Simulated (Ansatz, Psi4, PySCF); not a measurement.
Species: C$_{3}$H$_{5}$ (charge 0, doublet). SMILES: C(=[CH])C
Coordinates optimised at B3LYP-D3(BJ)/def2-TZVP (Ansatz, an electronic-structure program):
```xyz
8

C      1.3359     0.1766     0.0081
C      0.0582     0.4385    -0.0081
H      2.2670     0.7199     0.0055
H     -0.2541     1.4885    -0.0315
C     -1.0550    -0.5714     0.0021
H     -0.6648    -1.5877     0.0255
H     -1.6988    -0.4243     0.8731
H     -1.6836    -0.4589    -0.8851
```
Charge 0, spin multiplicity 2.

Property: atomisation energy, in kcal/mol. Terms: LANL2DZ all-electron up to Ne; open shells spin-unrestricted; frozen cores in correlated levels; no spin-orbit coupling; 6-31G* and kin with 6d, 5d where marked; atomisation electronic, to ground-state atoms; 6-311+G** with 5d; non-relativistic; no dispersion term unless named. First-principles rows: single points at B3LYP-D3(BJ) geometries (Ansatz). A UHF reference is markedly spin-contaminated in at least one set, which strains HF and MP2.

```
level                            program  atomisation energy (kcal/mol)
------------------------  --------------  -----------------------------
HF/3-21G                          Ansatz                          539.3
HF/6-311+G**                      Ansatz                          559.9
PBE/LANL2DZ                       Ansatz                          743.8
PBE/def2-SVP                      Ansatz                          763.9
BP86/6-31G* (5d)                   PySCF                          766.1
B3LYP/STO-3G                      Ansatz                          868.0
B3LYP/LANL2DZ                     Ansatz                          720.7
B3LYP/6-31G*                      Ansatz                          740.4
B3LYP/6-31+G*                     Ansatz                          735.7
B3LYP/def2-SVP                    Ansatz                          745.4
B3LYP/cc-pVDZ                     Ansatz                          730.2
M06-2X/6-311+G**                   PySCF                          737.7
wB97X-D/6-311+G**                   Psi4                          737.3
B3LYP-D3(BJ)/def2-TZVPD   Ansatz + dftd3                          745.8
B2PLYP-D3(BJ)/def2-TZVPD  Ansatz + dftd3                          736.6
```

No value to compare with is used here. The 13 habitual levels span 539.3 (HF/3-21G) to 868.0 kcal/mol (B3LYP/STO-3G); B2PLYP-D3(BJ)/def2-TZVPD gives 736.6.

The levels are drawn from those run, B3LYP/6-31G* more often than the rest, none by its result; runs whose electronic state is in doubt are left out.
